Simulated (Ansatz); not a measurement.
**BH2ClO (SMILES OBCl) at 6 levels**

We compute a comparison of 6 runs (HF/STO-3G, UHF/STO-3G, SVWN5/STO-3G, UPBE/STO-3G, wB97M-V/STO-3G, CCSDT(Q)/STO-3G) of BH2ClO. 

Program for the calculation: Ansatz 0.2.0.

65 further runs of the same task are left out: 4 that didn't finish, 61 set aside as unsound or not needed.

## Step 1: The structure to begin with

BH2ClO has 5 atoms, charge 0, and is taken as a singlet. SMILES: `OBCl`. The Cl3–B2 distance was set to 4.416 Å, away from the relaxed value. At this shape a bond of the SMILES string is far longer than usual.

Bond lengths: O1–B2 1.340 Å, O1–H4 0.963 Å, B2–H5 1.189 Å. Angles: O1–B2–H5 119.8°, B2–O1–H4 113.9°.

## Step 2: A single-point energy at HF/STO-3G (run 1)

File run.yaml:

```yaml
crystal:
  periodic: [false, false, false]
  atoms:
    - {symbol: O, position_ang: [-1.477708, -3.068430, 0.796910]}
    - {symbol: B, position_ang: [-0.235408, -2.587030, 0.937710]}
    - {symbol: Cl, position_ang: [0.788600, 1.496000, -0.395300]}
    - {symbol: H, position_ang: [-2.092108, -2.448630, 0.390110]}
    - {symbol: H, position_ang: [0.608892, -3.264930, 1.428410]}
basis:
  gaussian: {orbitals: STO-3G}
total_charge: 0
hamiltonian: {xc: hf}
accuracy: high
```

Command:

```sh
$ ansatz run run.yaml --threads 1 --pin off --max-ram 2610MiB --events-out events.jsonl --progress --plain --runs-dir runs
```

Log:

```text
Warning: RAYON_NUM_THREADS=1 ignored (pool sized by the plan → 1); use --threads N
Functional definition: HF
  name "HF"
  exchange = exact_x
  correlation = 0
326 factors; integrals over basis functions are off by at most 3.1e-8 eV
mean field evaluation 1: about -15065.4715 eV, gradient 1.9e1 eV
mean field evaluation 2: about -15065.4959 eV, gradient 1.9e1 eV
mean field evaluation 4: about -15066.5645 eV, gradient 9.2e0 eV
mean field evaluation 8: about -15050.5860 eV, gradient 2.4e1 eV
mean field evaluation 16: about -15067.7327 eV, gradient 1.2e-3 eV
mean field evaluation 32: about -15067.3907 eV, gradient 5.9e0 eV
mean field evaluation 64: about -15067.6781 eV, gradient 3.4e-1 eV
mean field -15067.73262921 eV, -553.7289608477 hartree, gradient 9.2e-8 eV, S^2 0.000000; 1 other end points of the search recorded, 0 dependent functions left out
reference -15067.73262921 eV, -553.7289608477 hartree; 16, 16 occupied and 5, 5 virtual orbitals, 326 factors
Total energy: -15067.73262921 eV, -553.7289608477 hartree
```

It took 0.14 s on 1 thread of Arm Neoverse V1, shared host.

## Step 3: A single-point energy at UHF/STO-3G (run 2)

File job.yaml:

```yaml
crystal:
  periodic: [false, false, false]
  atoms:
    - {symbol: O, position_ang: [-1.477708, -3.068430, 0.796910]}
    - {symbol: B, position_ang: [-0.235408, -2.587030, 0.937710]}
    - {symbol: Cl, position_ang: [0.788600, 1.496000, -0.395300]}
    - {symbol: H, position_ang: [-2.092108, -2.448630, 0.390110]}
    - {symbol: H, position_ang: [0.608892, -3.264930, 1.428410]}
basis:
  gaussian: {orbitals: STO-3G}
magnetization: {spin_polarized: true, initial_magnetization: 0}
hamiltonian: {xc: hf}
accuracy: high
```

Command:

```sh
$ ansatz run job.yaml --threads 1 --pin off --max-ram 2610MiB --events-out events.jsonl --progress --plain --runs-dir runs
```

Log, cut to the lines that bear on the results:

```text
Warning: RAYON_NUM_THREADS=1 ignored (pool sized by the plan → 1); use --threads N
[... 2 set-up lines as earlier in the session ...]
[...]
326 factors; integrals over basis functions are off by at most 3.1e-8 eV
[...]
mean field -15071.53217267 eV, -553.8685914941 hartree, gradient 1.2e-8 eV, S^2 1.004296; 2 other end points of the search recorded, 0 dependent functions left out
reference -15071.53217267 eV, -553.8685914941 hartree; 16, 16 occupied and 5, 5 virtual orbitals, 326 factors
Total energy: -15071.53217267 eV, -553.8685914941 hartree
```

It took 0.36 s on 1 thread of Arm Neoverse V1, shared host.

Runs 3 to 5 aren't shown in full; the table further down has their settings and results.

## Step 4: A single-point energy at CCSDT(Q)/STO-3G (run 6)

File job.yaml:

```yaml
basis:
  gaussian:
    orbitals: STO-3G
crystal:
  periodic: [false, false, false]
  atoms:
    - symbol: O
      position_ang: [-1.477708, -3.068430, 0.796910]
    - symbol: B
      position_ang: [-0.235408, -2.587030, 0.937710]
    - symbol: Cl
      position_ang: [0.788600, 1.496000, -0.395300]
    - symbol: H
      position_ang: [-2.092108, -2.448630, 0.390110]
    - symbol: H
      position_ang: [0.608892, -3.264930, 1.428410]
total_charge: 0
correlation:
  method: ccsdt_q
  frozen_orbitals: {B: 1, Cl: 5, H: 0, O: 1}
accuracy: high
scf:
  omitted_lower_state_checks: [cluster_reference, increment]
```

Command:

```sh
$ ansatz run job.yaml --threads 1 --pin off --max-ram 2610MiB --events-out events.jsonl --progress --plain --runs-dir runs
```

Log:

```text
Warning: RAYON_NUM_THREADS=1 ignored (pool sized by the plan → 1); use --threads N
[... 13 lines left out ...]
7 core orbitals not correlated: weight in the atoms' cores, before any rotation towards them, 1.000 or more for the frozen orbitals, at most 0.000 for the correlated occupied ones
[... 121 lines left out ...]
WARN: these amplitudes may be one of several solutions (largest doubles amplitude 1.51, level shift 7.02 eV)
Total energy: -15074.00190217 eV, -553.9593523793 hartree
Checks for a lower state left out: cluster_reference, increment
```

It took 1.2 s on 1 thread of Arm Neoverse V1, shared host.

## Step 5: All runs side by side

```
run            level  frozen core orbitals  energy (Eh)  wall time
  1        HF/STO-3G                     –  -553.728961     0.14 s
  2       UHF/STO-3G                     –  -553.868591     0.36 s
  3     SVWN5/STO-3G                     –  -552.581932      1.1 s
  4      UPBE/STO-3G                     –  -554.658713      8.7 s
  5   wB97M-V/STO-3G                     –  -554.951571       27 s
  6  CCSDT(Q)/STO-3G                     7  -553.959352      1.2 s
```

## Step 6: Results

| quantity | value |
| --- | --- |
| run 6: total energy | -553.95935 Eh |
| run 6: correlation energy (7 core orbitals frozen) | -230.4 mEh |
| run 6: T1 diagnostic | 0.216 |

Totals of different functionals can't be ranked against each other. In run 6 the log says that unrestricted orbitals would lower the reference, so the values rest on an unstable closed-shell determinant (other closed-shell runs at this shape may share the fault). In runs 1, 2, 3, 4, 5, 6 the basis is minimal, so the values are rough. Spin contamination of the reference: run 2 ⟨S²⟩ = 1.00, run 4 ⟨S²⟩ = 0.69. Where it is this large, the reference is a mixture of spin states, and values that rest on it are in doubt. All runs together took 39 s, the longest 27 s.
